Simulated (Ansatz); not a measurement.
Gas-phase electronic energies from Ansatz, PBE0-D4/def2-TZVP geometries. CBS: MP2 limit from def2 TZ/QZ plus the TZ coupled-cluster correction, frozen cores. This one scheme is used for every species, atoms too. DFT in def2-TZVPP. B3LYP here is the variant with VWN-RPA as its local correlation; programs differ in this. Open shells (•) are unrestricted, without spin–orbit coupling. Spin–orbit coupling would lower the free atoms: a little for C, O, Si.

`CO[SiH]` → C• + 4 H• + O• + Si•  (atomization)

`CO[SiH]`:

Cartesian coordinates in Å:
```
C 0.670 -0.362 -0.216
O 0.174 0.943 -0.016
Si -1.309 1.459 0.451
H 1.014 -0.461 -1.248
H -0.104 -1.110 -0.015
H 1.520 -0.529 0.450
H -1.965 0.060 0.594
```

| level | ΔE (kJ/mol) |
| --- | --- |
| B3LYP-D4 | 2461.6 |
| r2SCANh-D4 | 2430.2 |
| BHLYP-D4 | 2381.5 |
| ωB97X-V | 2464.1 |
| B2PLYP | 2433.9 |
| revPBE | 2397.2 |
| B3LYP | 2444.4 |
| r2SCAN0 | 2401.4 |

Question: What does CCSD(T)/CBS give? (Estimate.)

Answer: Ansatz gave: +2461.7 kJ/mol. The listed levels differ from it by -0.1, -31.5, -80.2, 2.4, -27.8, -64.5, -17.3, -60.3 kJ/mol.

Question: What do rigid-rotor, harmonic-oscillator terms from PBE0-D4/def2-TZVP frequencies (298.15 K, 1 bar) make of the CCSD(T)/CBS value? (Estimate.)

Answer: The calculation gave: ΔZPE = -129.2 kJ/mol, ΔH = +2361.7 kJ/mol, ΔS = 668 J/(mol·K), ΔG = +2162.5 kJ/mol. Open shells count their whole term as degenerate.

Largest T1 diagnostic among the species: 0.015.

In def2-TZVPP, CCSD(T) changes the Hartree–Fock value by +636.7 kJ/mol (the triples alone add +35.1 kJ/mol) and MP2 by +662.9 kJ/mol; breaking electron pairs costs correlation energy, which Hartree–Fock lacks. Leaving LDA and LC-ωPBE aside and taking each functional with its dispersion term where it has one, the values, not all of them listed here, spread over 110.8 kJ/mol, from BHLYP-D4 to PBE-D4. LDA lies +329.2 kJ/mol from PBE without D4, its usual overbinding.

For atomizations the MP2-based limit and the directly extrapolated one differ by several kJ/mol either way, and by 10 to 25 for some Ge, Se and Sn compounds, so smaller differences from it don't rank the levels.
